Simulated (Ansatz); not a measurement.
Steps of a relaxation of C4H6ClF (`C/C(Cl)=C/CF`) with RKS PBE-D4/def2-SVP.

```sh
$ ansatz run in.yaml --threads 4 --pin off --events-out ev --progress --plain --max-ram 10444MiB
```

```yaml
crystal:
  periodic: [false, false, false]
  atoms:
    - {symbol: C, position_ang: [-1.870300, 0.062900, -0.466900]}
    - {symbol: C, position_ang: [-0.641200, -0.122600, 0.260700]}
    - {symbol: Cl, position_ang: [-0.876500, -0.663500, 1.877000]}
    - {symbol: C, position_ang: [0.649900, 0.076300, -0.284700]}
    - {symbol: C, position_ang: [1.906600, -0.121600, 0.357900]}
    - {symbol: F, position_ang: [2.718200, 0.939700, 0.034400]}
    - {symbol: H, position_ang: [-2.476800, -0.814500, -0.525800]}
    - {symbol: H, position_ang: [-2.482400, 0.890800, 0.014700]}
    - {symbol: H, position_ang: [-1.738000, 0.461500, -1.463600]}
    - {symbol: H, position_ang: [0.642400, 0.404000, -1.289500]}
    - {symbol: H, position_ang: [2.369500, -1.031200, 0.037000]}
    - {symbol: H, position_ang: [1.875500, -0.136900, 1.482900]}
basis:
  gaussian: {orbitals: def2-SVP}
hamiltonian: {xc: pbe, dispersion: d4}
relax: {f_tol: 0.03, max_steps: 200}
```

Positions (Å) and forces (eV/Å) along the path, 5 of 5 steps:

```xyz
12
step=1 energy=-19462.0265 eV
C    -1.870    0.063   -0.467   -1.386    2.275    0.035
C    -0.641   -0.123    0.261    4.071    0.233   -1.030
Cl   -0.876   -0.663    1.877    0.127   -0.240    0.756
C     0.650    0.076   -0.285   -4.989   -0.821    2.003
C     1.907   -0.122    0.358    0.877    0.923    2.070
F     2.718    0.940    0.034    0.961    0.698   -0.417
H    -2.477   -0.815   -0.526   -0.858   -1.189    0.042
H    -2.482    0.891    0.015    0.149   -0.719    0.014
H    -1.738    0.462   -1.464    0.472    0.041   -0.960
H     0.642    0.404   -1.290    0.173    0.477   -1.651
H     2.369   -1.031    0.037    0.834   -1.381   -0.514
H     1.875   -0.137    1.483   -0.431   -0.298   -0.347
12
step=2 energy=-19462.4296 eV
C    -1.889    0.093   -0.473   -0.764    0.778   -0.042
C    -0.621   -0.128    0.245    1.486    0.246   -0.524
Cl   -0.806   -0.662    1.884   -0.074   -0.167    0.498
C     0.623    0.074   -0.289   -1.817   -0.227    0.402
C     1.914   -0.105    0.376    0.564    0.187    0.750
F     2.754    0.954    0.054    0.197    0.116   -0.064
H    -2.512   -0.809   -0.518   -0.200   -0.372    0.014
H    -2.504    0.878    0.044    0.170   -0.292   -0.048
H    -1.727    0.461   -1.499    0.159   -0.046   -0.171
H     0.628    0.387   -1.333    0.173    0.141   -0.415
H     2.401   -1.040    0.052    0.230   -0.354   -0.176
H     1.817   -0.157    1.490   -0.124   -0.010   -0.224
12
step=3 energy=-19462.4888 eV
C    -1.911    0.104   -0.475   -0.120    0.037   -0.032
C    -0.614   -0.093    0.242    0.022   -0.077   -0.183
Cl   -0.797   -0.647    1.893   -0.045   -0.036    0.219
C     0.611    0.087   -0.291   -0.068    0.064   -0.110
C     1.926   -0.111    0.381    0.157    0.017    0.069
F     2.783    0.947    0.080   -0.052   -0.052    0.022
H    -2.516   -0.828   -0.494    0.076    0.009    0.012
H    -2.529    0.869    0.040    0.000    0.014    0.005
H    -1.734    0.433   -1.518   -0.002   -0.002    0.037
H     0.641    0.418   -1.344    0.071   -0.012    0.007
H     2.417   -1.053    0.036   -0.042    0.022   -0.026
H     1.798   -0.181    1.484    0.003    0.015   -0.020
12
step=4 energy=-19462.4912 eV
C    -1.916    0.105   -0.476    0.012   -0.108   -0.003
C    -0.613   -0.110    0.231   -0.030    0.181   -0.010
Cl   -0.802   -0.622    1.906   -0.001   -0.044    0.004
C     0.612    0.085   -0.297    0.004   -0.042   -0.038
C     1.929   -0.111    0.383    0.041    0.007   -0.030
F     2.783    0.950    0.090   -0.049   -0.041    0.019
H    -2.512   -0.832   -0.503    0.011    0.028   -0.008
H    -2.531    0.861    0.055    0.016    0.007    0.009
H    -1.743    0.447   -1.515   -0.006   -0.003    0.019
H     0.655    0.409   -1.352    0.020   -0.018    0.030
H     2.420   -1.050    0.029   -0.025    0.027    0.005
H     1.795   -0.187    1.484    0.006    0.006    0.003
12
step=5 energy=-19462.4927 eV
C    -1.917    0.105   -0.476    0.015   -0.028    0.023
C    -0.613   -0.094    0.234   -0.008    0.012   -0.024
Cl   -0.802   -0.631    1.903    0.008    0.017   -0.022
C     0.613    0.090   -0.297   -0.013   -0.023    0.010
C     1.928   -0.111    0.384    0.012    0.017   -0.020
F     2.786    0.946    0.089   -0.019   -0.021    0.011
H    -2.505   -0.836   -0.499    0.007    0.011   -0.002
H    -2.536    0.860    0.052    0.000   -0.002   -0.001
H    -1.746    0.445   -1.516   -0.002    0.004    0.005
H     0.659    0.408   -1.353    0.008    0.006    0.017
H     2.413   -1.052    0.029   -0.009    0.009    0.004
H     1.796   -0.185    1.485    0.001   -0.002    0.000
```

Run time 9.5 s (4 threads of an Intel Xeon Platinum 8259CL on a shared host); peak host memory 0.18 GiB.
